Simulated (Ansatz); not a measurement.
Geometry optimisation, RKS PBE0/def2-SVP in Ansatz.

The input (input.yaml):

```yaml
crystal:
  periodic: [false, false, false]
  atoms:
    - { symbol: Al, position_ang: [0.0, 0.0, 0.0] }
    - { symbol: "N", position_ang: [0.0, 0.0, 1.92] }
    - { symbol: H, position_ang: [-0.877, -0.2713, 2.45] }
    - { symbol: H, position_ang: [0.877, 0.2713, 2.45] }
    - { symbol: H, position_ang: [1.351, 0.0, -0.78] }
    - { symbol: C, position_ang: [-1.706, 0.0, -0.985] }
    - { symbol: H, position_ang: [-2.2662, -0.9305, -0.7558] }
    - { symbol: H, position_ang: [-2.3102, 0.8797, -0.6796] }
    - { symbol: H, position_ang: [-1.5043, 0.0508, -2.0753] }
basis:
  gaussian: { orbitals: def2-SVP }
hamiltonian:
  xc: pbe0
relax:
  f_tol: 0.02
  max_steps: 40
output:
  orbitals: {}
```

Run as:

```bash
$ ansatz run input.yaml --threads 1 --pin off --max-ram 2048MiB --backend cpu --events-out ev --progress --plain --runs-dir out
```

Task: Where does it end, and by what steps?

Result: The forces met the threshold. After 5 steps the energy has fallen by 0.427 eV; H4 moved furthest, 0.26 Å.

```json
{"step": "0", "energy less start (eV)": "0.0000", "largest force component (eV/Å)": "2.369", "accepted": "yes"}
{"step": "1", "energy less start (eV)": "-0.3377", "largest force component (eV/Å)": "1.220", "accepted": "yes"}
{"step": "2", "energy less start (eV)": "-0.4051", "largest force component (eV/Å)": "1.123", "accepted": "yes"}
{"step": "3", "energy less start (eV)": "-0.4258", "largest force component (eV/Å)": "0.230", "accepted": "yes"}
{"step": "4", "energy less start (eV)": "-0.4269", "largest force component (eV/Å)": "0.024", "accepted": "yes"}
{"step": "5", "energy less start (eV)": "-0.4269", "largest force component (eV/Å)": "0.009", "accepted": "yes"}
```

```xyz
9
Properties=species:S:1:pos:R:3
Al -0.002 0.032 0.029
N -0.009 0.000 1.805
H -0.831 -0.040 2.397
H 0.826 0.024 2.382
H 1.431 0.097 -0.659
C -1.695 -0.020 -0.953
H -2.259 -0.944 -0.742
H -2.352 0.821 -0.672
H -1.544 0.030 -2.043
```

Whether the end is a true minimum wasn't checked by a vibrational analysis.

Run time: 16 s on 1 thread of Arm Neoverse V1, on a shared host, peak memory 0.12 GiB.
